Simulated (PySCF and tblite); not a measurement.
The numbers below are computed, except where a source is named.
C₃H₇Cl, numbered as in [CH3:1][CH2:2][CH2:3][Cl:4].

Geometries PBE0-D3(BJ)/def2-SVP; weights from PBE0-D3(BJ)/def2-TZVP energies and GFN2-xTB thermal corrections, with symmetry numbers and mirror pairs. Conformers within 4 kcal/mol (GFN2-xTB free energy) were kept, 5 at most. Codes: tblite and PySCF.

Rotational constants are equilibrium values for the commonest isotopes; dipoles come from the energy level named.

Torsions listed: C1–C2–C3–Cl4. Of a mirror pair one member is shown.

```
conformer  shape   symmetry
        1   -63°  C1 (pair)
        2   180°         Cs
```

**Question.** Give the rotational constants and dipole components, as needed to look for these species in a jet-cooled rotational spectrum.

**Answer.** 
```tsv
conformer	A (MHz)	B (MHz)	C (MHz)	abs μa (D)	abs μb (D)	abs μc (D)	κ	Ic−Ia−Ib (u Å²)
1	11824	3341	2861	1.64	1.21	0.26	-0.89	-17.3
2	25991	2378	2272	2.08	0.52	0.00	-0.99	-9.5
```

**Question.** Which type of transition is strongest for conformer 1?

**Answer.** a-type, since that component is clearly the largest; the top is near-prolate.
